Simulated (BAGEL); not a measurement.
**NSF3 (thiazyl trifluoride): HF/STO-3G (density fitting with qzvpp-jkfit)**

Aim: the vertical singlet–triplet gap of NSF3 (thiazyl trifluoride) at HF/STO-3G (density fitting with qzvpp-jkfit), from 2 runs. 

The results are computed with BAGEL 1.2.2.

5 further runs of the same task are left out: 3 that didn't finish, 2 set aside as unsound or not needed.

## (1) The system as given

The species is NSF3 (5 atoms), meant as a singlet with charge 0. SMILES: `N#S(F)(F)F`. Geometry: relaxed at GFN2-xTB.

Bond lengths: N1–S2 1.414 Å, S2–F3 1.622 Å, S2–F4 1.623 Å, S2–F5 1.622 Å. Angles: N1–S2–F3 123.3°, N1–S2–F4 123.2°, N1–S2–F5 123.3°, F3–S2–F4 92.8°, F3–S2–F5 92.8°, F4–S2–F5 92.8°.

## (2) A single-point energy at HF/STO-3G (density fitting with qzvpp-jkfit)

Input file calc.json:

```json
{ "bagel": [

{
  "title": "molecule",
  "basis": "sto-3g",
  "df_basis": "qzvpp-jkfit",
  "angstrom": "true",
  "geometry": [
    { "atom": "N", "xyz": [   -0.358080,   -0.004690,    1.626160 ] },
    { "atom": "S", "xyz": [   -0.053300,   -0.000320,    0.245520 ] },
    { "atom": "F", "xyz": [    1.060160,   -0.972240,   -0.423820 ] },
    { "atom": "F", "xyz": [   -1.148560,   -0.328830,   -0.906480 ] },
    { "atom": "F", "xyz": [    0.499780,    1.306070,   -0.541380 ] }
  ]
},
{
  "title": "hf"
},
{
  "title": "print",
  "file": "orbitals.molden",
  "orbitals": "true"
}

]}
```

On the command line:

```
$ BAGEL_NUM_THREADS=1 BAGEL calc.json > calc.out
```

The log of the run:

```text
* using 1 threads per process

  ===============================================================
  ===============================================================

  *** Geometry ***

  { "atom" : "N", "xyz" : [     -0.676673,     -0.008863,      3.072997 ] },
  { "atom" : "S", "xyz" : [     -0.100722,     -0.000605,      0.463966 ] },
  { "atom" : "F", "xyz" : [      2.003412,     -1.837267,     -0.800904 ] },
  { "atom" : "F", "xyz" : [     -2.170464,     -0.621399,     -1.712999 ] },
  { "atom" : "F", "xyz" : [      0.944447,      2.468115,     -1.023060 ] },

  Number of auxiliary basis functions:      436

  Since a DF basis is specified, we compute 2- and 3-index integrals:
    o Being stored without compression. Storage requirement is 0.003 GB

  Number of basis functions:       29
  Number of electrons      :       50

    * METHOD: MOLECULE                             0.13

  *** RHF ***

  === Nuclear Repulsion ===
   274.9294779459

      * DIIS with orbital gradients will be used.

  === RHF iteration (sto-3g) ===
      0       -740.20001447          0.03534169           0.01
      1       -740.35925985          0.02773818           0.02
      2       -740.52669505          0.00716067           0.01
      3       -740.54041049          0.00075708           0.01
      4       -740.54077915          0.00015634           0.01
      5       -740.54079053          0.00002050           0.01
      6       -740.54079093          0.00000706           0.01
      7       -740.54079098          0.00000164           0.01
      8       -740.54079098          0.00000025           0.01
      9       -740.54079098          0.00000011           0.01
     10       -740.54079098          0.00000008           0.01
     11       -740.54079098          0.00000002           0.01
     12       -740.54079098          0.00000000           0.01
    * SCF iteration converged.

    * Permanent dipole moment:
           (   -0.170728,    -0.003187,     0.766229) a.u.

    * METHOD: HF                                   0.23

    * METHOD: PRINT                                0.00

  ===============================================================
```

Wall time 0.59 s (1 thread of AMD EPYC 9R45 (Zen 5), shared host).

## (3) The triplet, same level

Input file job.json:

```json
{ "bagel" : [

{
  "title" : "molecule",
  "basis" : "sto-3g",
  "df_basis" : "qzvpp-jkfit",
  "angstrom" : "true",
  "geometry" : [
    { "atom" : "N", "xyz" : [      -0.358080,      -0.004690,       1.626160 ] },
    { "atom" : "S", "xyz" : [      -0.053300,      -0.000320,       0.245520 ] },
    { "atom" : "F", "xyz" : [       1.060160,      -0.972240,      -0.423820 ] },
    { "atom" : "F", "xyz" : [      -1.148560,      -0.328830,      -0.906480 ] },
    { "atom" : "F", "xyz" : [       0.499780,       1.306070,      -0.541380 ] }
  ]
},

{
  "title" : "uhf",
  "nopen" : 2
},

{
  "title" : "print",
  "file" : "orbitals.molden",
  "orbitals" : "true"
}

]}
```

On the command line:

```
$ BAGEL_NUM_THREADS=1 BAGEL job.json > job.out
```

The log of the run:

```text
* using 1 threads per process

  ===============================================================
  ===============================================================

  *** Geometry ***

  { "atom" : "N", "xyz" : [     -0.676673,     -0.008863,      3.072997 ] },
  { "atom" : "S", "xyz" : [     -0.100722,     -0.000605,      0.463966 ] },
  { "atom" : "F", "xyz" : [      2.003412,     -1.837267,     -0.800904 ] },
  { "atom" : "F", "xyz" : [     -2.170464,     -0.621399,     -1.712999 ] },
  { "atom" : "F", "xyz" : [      0.944447,      2.468115,     -1.023060 ] },

  Number of auxiliary basis functions:      436

  Since a DF basis is specified, we compute 2- and 3-index integrals:
    o Being stored without compression. Storage requirement is 0.003 GB

  Number of basis functions:       29
  Number of electrons      :       50

    * METHOD: MOLECULE                             0.09

  *** Open-shell HF ***

  === Nuclear Repulsion ===
   274.9294779459

      * DIIS with orbital gradients will be used.

  === UHF iteration (sto-3g) ===
      0       -740.15173033          0.04862524           0.02
      1       -740.37479019          0.01097267           0.03
      2       -740.39922026          0.00415280           0.02
      3       -740.40933733          0.00292406           0.03
      4       -740.42125280          0.00174442           0.03
      5       -740.42488702          0.00107753           0.02
      6       -740.42640097          0.00072140           0.02
      7       -740.42729619          0.00065491           0.03
      8       -740.42841585          0.00061848           0.03
      9       -740.42868096          0.00061147           0.02
     10       -740.43056343          0.00056523           0.03
     11       -740.43380675          0.00042917           0.03
     12       -740.43231644          0.00068737           0.02
     13       -740.43570163          0.00153768           0.02
     14       -740.43584057          0.00089347           0.03
     15       -740.43602839          0.00045577           0.02
     16       -740.43580723          0.00023890           0.02
     17       -740.43620672          0.00013867           0.02
     18       -740.43629939          0.00009576           0.02
     19       -740.43643784          0.00005265           0.03
     20       -740.43646324          0.00004408           0.02
     21       -740.43648898          0.00003345           0.02
     22       -740.43650047          0.00002555           0.02
     23       -740.43651106          0.00001465           0.02
     24       -740.43651159          0.00000723           0.02
     25       -740.43651180          0.00000590           0.02
     26       -740.43651203          0.00000543           0.02
     27       -740.43651216          0.00000544           0.02
     28       -740.43651218          0.00000545           0.02
     29       -740.43651207          0.00000543           0.02
     30       -740.43651208          0.00000542           0.02
     31       -740.43651271          0.00000522           0.03
     32       -740.43651369          0.00000494           0.02
     33       -740.43651460          0.00000489           0.03
     34       -740.43651451          0.00000489           0.03
     35       -740.43651463          0.00000490           0.03
     36       -740.43651461          0.00000491           0.05
     37       -740.43651446          0.00000492           0.02
     38       -740.43651502          0.00000486           0.03
     39       -740.43651542          0.00000483           0.02
     40       -740.43651569          0.00000482           0.02
     41       -740.43651568          0.00000483           0.02
     42       -740.43651566          0.00000480           0.02
     43       -740.43651558          0.00000477           0.02
     44       -740.43651551          0.00000478           0.03
     45       -740.43651582          0.00000473           0.03
     46       -740.43651572          0.00000475           0.03
     47       -740.43651594          0.00000472           0.02
     48       -740.43651676          0.00000421           0.02
     49       -740.43651799          0.00000342           0.02
     50       -740.43651820          0.00000257           0.02
     51       -740.43651889          0.00000232           0.02
     52       -740.43651878          0.00000126           0.03
     53       -740.43651889          0.00000081           0.02
     54       -740.43651891          0.00000057           0.02
     55       -740.43651893          0.00000045           0.02
     56       -740.43651894          0.00000033           0.03
     57       -740.43651895          0.00000018           0.02
     58       -740.43651895          0.00000014           0.03
     59       -740.43651895          0.00000014           0.03
     60       -740.43651895          0.00000013           0.02
     61       -740.43651895          0.00000011           0.02
     62       -740.43651895          0.00000010           0.03
     63       -740.43651895          0.00000007           0.02
     64       -740.43651895          0.00000004           0.02
     65       -740.43651895          0.00000003           0.03
     66       -740.43651895          0.00000002           0.03
     67       -740.43651895          0.00000002           0.03
     68       -740.43651895          0.00000002           0.02
     69       -740.43651895          0.00000001           0.02
     70       -740.43651895          0.00000001           0.02
     71       -740.43651895          0.00000001           0.02
    * SCF iteration converged.

    * S^2 (UHF) is 2.0077

    * Permanent dipole moment:
           (   -0.403883,    -0.075128,     0.480627) a.u.

    * METHOD: UHF                                  1.84

    * METHOD: PRINT                                0.00

  ===============================================================
```

Run time: 2.1 s. Hardware: 1 thread of AMD EPYC 9R45 (Zen 5), shared host.

## (4) What came out

Level: HF/STO-3G (density fitting with qzvpp-jkfit).

| quantity | value |
| --- | --- |
| singlet: total energy | -740.54079 Eh |
| singlet: dipole moment | 2.00 D |
| singlet: HOMO energy | -7.74 eV |
| singlet: LUMO energy | 7.76 eV |
| singlet: HOMO–LUMO gap | 15.50 eV |
| triplet: total energy | -740.43652 Eh |
| triplet: dipole moment | 1.61 D |
| triplet: ⟨S²⟩ | 2.008 |
| vertical energy of the triplet above the singlet | 2.837 eV |

At this shape the triplet lies 2.84 eV (65 kcal/mol) above the singlet. In a minimal basis such a difference can be off by several eV, whatever the method.
